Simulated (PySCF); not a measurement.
# CN: frontier orbitals

PBE0 at R = 1.169 Å; C x2c-SVPall, N x2c-SVPall; spin-free X2C with a Gaussian nucleus (PySCF 2.14). State: ²Σ⁺ (doublet), unpaired electrons σ ↑. Only the outer orbitals are listed, counted within each symmetry.

```csv
spin,orbital,occ.,ε (eV),on C (%),main shells (%)
α,3σ,1,-26.50,43,"47 N s, 30 C s, 13 C p"
α,4σ,1,-13.96,68,"46 C s, 22 C p, 19 N s"
α,5σ,1,-11.38,36,"44 N p, 27 C p, 20 N s"
α,1π,1,-10.96,48,"51 N p, 48 C p"
α,1π,1,-10.96,48,"51 N p, 48 C p"
α,2π,0,-0.09,54,"53 C p, 46 N p"
α,2π,0,-0.09,54,"53 C p, 46 N p"
β,3σ,1,-25.95,41,"51 N s, 27 C s, 13 C p"
β,4σ,1,-11.91,27,"38 N p, 34 N s, 26 C s"
β,1π,1,-10.72,40,"59 N p, 40 C p"
β,1π,1,-10.72,40,"59 N p, 40 C p"
β,5σ,0,-6.25,81,"42 C s, 39 C p, 17 N p"
β,2π,0,0.64,62,"62 C p, 38 N p"
β,2π,0,0.64,62,"62 C p, 38 N p"
```

Q: Which are the highest filled and the lowest empty level, where do they sit, and how wide is the gap?

A: Highest filled β 1π at -10.72 eV (in %: 59 N p, 40 C p); lowest empty β 5σ at -6.25 eV (in %: 42 C s, 39 C p, 17 N p); the gap at PBE0 is 4.47 eV.

* bond order (Mayer): 3.09
* ⟨S²⟩: 0.765
* charge on C (Mulliken, basis-dependent): 0.06
* charge on C (Löwdin, basis-dependent): 0.04
* dipole moment (positive dipole means C(−)N(+)): -1.44 D
* polarisability along the bond: 23.4 bohr³
* polarisability across the bond: 13.2 bohr³

The state is the lowest determinant that a PBE0 search found; another state may lie lower at other levels.
